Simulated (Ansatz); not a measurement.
Ansatz (a first-principles code) input (CCSD(T)/aug-cc-pV(D+d)Z):
A basis named .json is the Basis Set Exchange file of that set.

Ansatz 0.2 input:
```yaml
crystal:
  periodic: [false, false, false]
  atoms:
    - {symbol: S, position_ang: [-0.00745418, 0.00930076, 1.18886061]}
    - {symbol: C, position_ang: [-0.00314603, 1.23475990, -0.01554078]}
    - {symbol: C, position_ang: [0.00321953, -1.23485160, 0.00381953]}
    - {symbol: C, position_ang: [0.00610781, 0.70120956, -1.27203811]}
    - {symbol: C, position_ang: [0.00977370, -0.72102529, -1.26088861]}
    - {symbol: H, position_ang: [-0.00764255, 2.27441778, 0.26701165]}
    - {symbol: H, position_ang: [0.00407084, -2.26996127, 0.30263693]}
    - {symbol: H, position_ang: [0.01016329, 1.29868792, -2.17207880]}
    - {symbol: H, position_ang: [0.01694535, -1.33251200, -2.15145173]}
basis:
  gaussian:
    orbitals: aug-cc-pV_D+d_Z.json
magnetization: {spin_polarized: false}
correlation: {method: ccsd_t, electrons: outside_noble_gas}
output: {forces: true}
```

Output:

```
Functional definition: HF
integrals: 0.53 GiB planned
1603 factors; integrals over basis functions are off by at most 6.9e-4 eV
mean field: 0.84 GiB planned
mean field evaluation 1: about -14998.0758 eV, gradient 3.9e1 eV
mean field evaluation 2: about -14998.0909 eV, gradient 3.9e1 eV
mean field evaluation 4: about -15002.4793 eV, gradient 4.4e0 eV
mean field evaluation 8: about -15002.5731 eV, gradient 2.1e-1 eV
mean field evaluation 16: about -15002.5456 eV, gradient 1.2e0 eV
mean field -15002.57369593 eV, -551.3344142156 hartree, gradient 1.8e-6 eV, S^2 0.000000; 0 other end points of the search recorded, 0 dependent functions left out; unrestricted orbitals would lower it
9 core orbitals not correlated
reference -15002.57369593 eV, -551.3344142156 hartree; 13, 13 occupied and 138, 138 virtual orbitals, 1603 factors
densities: 2.92 GiB planned
second order -18.78111592 eV of doubles, -0.00000000 eV of singles
coupled cluster: 1.51 GiB planned
cycle   1  -18.96567619 eV  change   -1.8e-1 eV  update   1.1e-1
cycle   2  -19.51622284 eV  change   -5.5e-1 eV  update   3.4e-2
cycle   3  -19.64040511 eV  change   -1.2e-1 eV  update   1.7e-2
cycle   4  -19.63508656 eV  change    5.3e-3 eV  update   4.4e-3
cycle   5  -19.63661791 eV  change   -1.5e-3 eV  update   2.3e-3
cycle   6  -19.63664656 eV  change   -2.9e-5 eV  update   7.4e-4
cycle   7  -19.63631001 eV  change    3.4e-4 eV  update   3.7e-4
cycle   8  -19.63632277 eV  change   -1.3e-5 eV  update   1.5e-4
cycle   9  -19.63631221 eV  change    1.1e-5 eV  update   3.9e-5
cycle  10  -19.63629246 eV  change    2.0e-5 eV  update   1.2e-5
cycle  11  -19.63629926 eV  change   -6.8e-6 eV  update   3.6e-6
perturbative correction -0.95439222 eV, -0.0350732673 hartree
the calculation of the forces begins
Total energy: -15023.16438741 eV, -552.0911081708 hartree
Atom 0 at    -0.007454     0.009301     1.188861 Å, force    -0.005094     0.006356     0.812511 eV/Å
Atom 1 at    -0.003146     1.234760    -0.015541 Å, force    -0.004526     0.256635     0.616382 eV/Å
Atom 2 at     0.003220    -1.234852     0.003820 Å, force    -0.003228    -0.246960     0.620330 eV/Å
Atom 3 at     0.006108     0.701210    -1.272038 Å, force     0.004280     0.157643    -0.751069 eV/Å
Atom 4 at     0.009774    -0.721025    -1.260889 Å, force     0.005123    -0.169375    -0.748506 eV/Å
Atom 5 at    -0.007643     2.274418     0.267012 Å, force    -0.002403     0.540637     0.157321 eV/Å
Atom 6 at     0.004071    -2.269961     0.302637 Å, force     0.000377    -0.538109     0.165777 eV/Å
Atom 7 at     0.010163     1.298688    -2.172079 Å, force     0.001948     0.302319    -0.438769 eV/Å
Atom 8 at     0.016945    -1.332512    -2.151452 Å, force     0.003524    -0.309146    -0.433976 eV/Å
Dipole moment:     0.000675    -0.000843    -0.107718 e Å
```
